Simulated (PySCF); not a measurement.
## Vibration and rotation of HCl⁺

UHF-CCSD(T) constants of HCl⁺, ²Π (doublet), unpaired electrons π ↑ (PySCF, no relativity, basis sets H def2-SVP, Cl def2-SVP; masses 1.0078 and 34.9689 u):

| Item | Value |
| --- | --- |
| ωe | 2767.2 cm⁻¹ |
| ωexe | 57.2 cm⁻¹ |
| Be | 9.8748 cm⁻¹ |
| αe | 0.314 cm⁻¹ |
| De to H + Cl⁺ | 4.41 eV |

**Question.** What force constant and bond length do these constants imply?

**Answer.** Reduced mass μred = 0.97959 u; k = 5.8918×10⁻⁷·μred·ωe² (u, cm⁻¹, mdyn/Å) = 4.42 mdyn/Å; Re = √(16.8576/(μred·Be)) (u, cm⁻¹, Å) = 1.320 Å.

**Question.** Estimate the centrifugal constant D from the Kratzer relation and find the Dunham coefficient a1.

**Answer.** D = 4Be³/ωe² = 0.000503 cm⁻¹; a1 = −1 − αeωe/(6Be²) = -2.49.

Correlated steps freeze 5 core orbitals. Correlated levels converge slowly with the basis: in double zeta they bind strong bonds too weakly, by up to about 1 eV, and carry superposition errors of some tenths. For an ion De counts to the pair picked by the measured ionisation energies or electron affinities, which need not be the lowest pair at this level. The state was picked by a PBE0 search and need not be the measured ground state.
